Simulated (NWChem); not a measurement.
# OF2 (oxygen difluoride): USCAN-D3(BJ)/pc-2

What is the vertical electron affinity of OF2 (oxygen difluoride) at USCAN-D3(BJ)/pc-2? 

The results are computed with NWChem 7.3.0.

### 1 The molecule

The species is OF2 (3 atoms), meant as a singlet with charge 0. SMILES: `FOF`. Geometry: relaxed at GFN2-xTB.

Bond lengths: F1–O2 1.366 Å, O2–F3 1.366 Å. Angles: F1–O2–F3 106.0°.

### 2 Energy and gradient at USCAN-D3(BJ)/pc-2

Contents of mymol.nw:

```
start mymol
memory stack 880 mb heap 220 mb global 1100 mb
geometry units angstroms noautosym nocenter
  zmatrix
    F
    O 1 1.365612
    F 2 1.366365 1 105.97586
  end
end
basis spherical
  * library pc-2
end
dft
  xc scan
  odft
  disp vdw 4
  grid medium
  direct
  mulliken
  noprint "final vectors analysis"
end
task dft gradient
```

Command:

```sh
$ nwchem mymol.nw > mymol.out
```

Standard output, cut to the lines that bear on the results:

```text
[...]
 **** WARNING Zero Coefficient **** on atom "               F"
 angular momentum value: 0  standard basis set name: "pc-2"
 input line that generated warning:
   216:       0.191270E+05           0.522500E-03           0.000000E+00
[...]
          Wavefunction type:  spin polarized.
          No. of atoms     :     3
          No. of electrons :    26
[...]
          Charge           :     0
          Spin multiplicity:     1
[...]
          AO basis - number of functions:    90
[...]
              XC Information
              --------------
                         SCAN Method XC Functional
                  SCAN metaGGA Exchange Functional  1.000
                        SCAN Correlation Potential  1.000
[...]
 d= 0,ls=0.0,diis     1   -274.5861054572 -3.50D+02  6.35D-03  3.96D-01     1.2
[...]
 d= 0,ls=0.0,diis    10   -274.7073846289 -1.47D-09  1.47D-07  1.04D-09     9.5
[...]
         Total DFT energy =     -274.707384628871
      One electron energy =     -531.565685710639
           Coulomb energy =      210.697127152617
    Exchange-Corr. energy =      -29.272112948568
 Nuclear repulsion energy =       75.433401729209
    Dispersion correction =       -0.000114851490
[...]
      Total Density - Mulliken Population Analysis
     ---------------------------------------------
    Atom       Charge   Shell Charges
 -----------   ------   -------------------------------------------------------
    1 F    9     9.09   2.02  0.23  1.11  0.61  2.34  2.13  0.63  0.00  0.02  0.00
    2 O    8     7.82   2.02  0.25  1.13  0.52  1.84  1.70  0.28  0.01  0.06  0.01
    3 F    9     9.09   2.02  0.23  1.11  0.61  2.34  2.13  0.63  0.00  0.02  0.00
[...]
      <S2> =     -0.0000 (Exact =     0.0000)
[...]
 **** WARNING Zero Coefficient **** on atom "               O"
 angular momentum value: 0  standard basis set name: "pc-2"
 input line that generated warning:
   186:       0.147820E+05           0.535190E-03           0.000000E+00
 **** WARNING Zero Coefficient **** on atom "               O"
 angular momentum value: 0  standard basis set name: "pc-2"
 input line that generated warning:
   193:       0.167180E+01           0.000000E+00           0.209400E+00
[...]
  wavefunction    = open shell
                         DFT ENERGY GRADIENTS
    atom               coordinates                        gradient
                 x          y          z           x          y          z
   1 F       0.000000   0.000000   0.000000   -0.004036   0.000000   0.029607
   2 O       0.000000   0.000000   2.580632    0.033230   0.000000  -0.025445
   3 F       2.482331   0.000000   3.291298   -0.029194  -0.000000  -0.004162
[...]
```

It took 14 s on 1 thread of AMD EPYC 7B13 (Zen 3), shared host; peak memory 0.13 GiB.

### 3 The doublet anion at the same level

Contents of f2o.nw:

```
start f2o
title "F2O gradient"
memory total 2200 mb
charge -1

geometry units atomic noautosym nocenter noautoz
 F    1.80693722  -0.62461118   0.92766655
 O    0.00137950   1.02971177   0.11351585
 F   -1.80831672  -0.40510059  -1.04118240
end

basis spherical
 F library pc-2
 O library pc-2
end

dft
 xc scan
 mult 2
 disp vdw 4
 grid medium
 direct
 iterations 150
 mulliken
 print medium
end

task dft gradient
```

Command:

```sh
$ nwchem f2o.nw > f2o.out
```

Standard output, cut to the lines that bear on the results:

```text
[...]
 **** WARNING Zero Coefficient **** on atom "               F"
 angular momentum value: 0  standard basis set name: "pc-2"
 input line that generated warning:
   216:       0.191270E+05           0.522500E-03           0.000000E+00
[...]
 **** WARNING Zero Coefficient **** on atom "               O"
 angular momentum value: 0  standard basis set name: "pc-2"
 input line that generated warning:
   186:       0.147820E+05           0.535190E-03           0.000000E+00
[...]
          Wavefunction type:  spin polarized.
          No. of atoms     :     3
          No. of electrons :    27
[...]
          Charge           :    -1
          Spin multiplicity:     2
[...]
          AO basis - number of functions:    90
[...]
              XC Information
              --------------
                         SCAN Method XC Functional
                  SCAN metaGGA Exchange Functional  1.000
                        SCAN Correlation Potential  1.000
[...]
 d= 0,ls=0.0,diis     1   -274.3955733343 -3.50D+02  4.89D-02  9.73D-01     1.3
[...]
 d= 0,ls=0.0,diis    10   -274.6642298193 -5.08D-07  4.46D-06  2.14D-07    10.7
[...]
         Total DFT energy =     -274.664229819262
      One electron energy =     -541.027802162186
           Coulomb energy =      220.655451129544
    Exchange-Corr. energy =      -29.725151244053
 Nuclear repulsion energy =       75.433387308923
    Dispersion correction =       -0.000114851489
[...]
      Total Density - Mulliken Population Analysis
     ---------------------------------------------
    Atom       Charge   Shell Charges
 -----------   ------   -------------------------------------------------------
    1 F    9     9.39   2.02  0.23  1.08  0.61  2.37  2.16  0.90  0.00  0.02  0.00
    2 O    8     8.21   2.02  0.25  1.10  0.55  1.89  1.74  0.59  0.00  0.05  0.01
    3 F    9     9.40   2.02  0.23  1.08  0.61  2.37  2.16  0.90  0.00  0.02  0.00
[...]
      <S2> =      0.7537 (Exact =     0.7500)
[...]
  wavefunction    = open shell
                         DFT ENERGY GRADIENTS
    atom               coordinates                        gradient
                 x          y          z           x          y          z
   1 F       1.806937  -0.624611   0.927667   -0.199591   0.129017  -0.095896
   2 O       0.001380   1.029712   0.113516   -0.001202  -0.234492  -0.026340
   3 F      -1.808317  -0.405101  -1.041182    0.200793   0.105474   0.122235
[...]
```

Run time: 16 s. Hardware: 1 thread of AMD EPYC 7B13 (Zen 3), shared host; peak memory 0.13 GiB.

### 4 What came out

At USCAN-D3(BJ)/pc-2:

```
                                         quantity          value
                        singlet OF2: total energy  -274.70738 Eh
                       singlet OF2: dipole moment         0.25 D
                   singlet OF2: dispersion energy   -0.30 kJ/mol
            singlet OF2: largest force on an atom     2.152 eV/Å
                      doublet anion: total energy  -274.66423 Eh
doublet anion: HOMO energy (highest over α and β)        5.65 eV
 doublet anion: LUMO energy (lowest over α and β)        7.55 eV
                 doublet anion: dispersion energy   -0.30 kJ/mol
                              doublet anion: ⟨S²⟩          0.754
          doublet anion: largest force on an atom    13.249 eV/Å
vertical electron affinity (to the doublet anion)      -1.174 eV
```

What this shows: The anion lies 1.17 eV (113 kJ/mol) above the neutral: the electron isn't bound at this level, and such a value depends on the basis. Without diffuse functions anions come out too high. The largest force (singlet OF2) is 2.15 eV/Å: the shape isn't a stationary point for this species at this level. Mulliken charges (singlet OF2) run from -0.09 on F1 to +0.18 on O2; they depend strongly on the basis. The HOMO (doublet anion) lies at positive energy, 5.65 eV, as semi-local functionals often give for anions; only total energies tell whether the electron is bound.
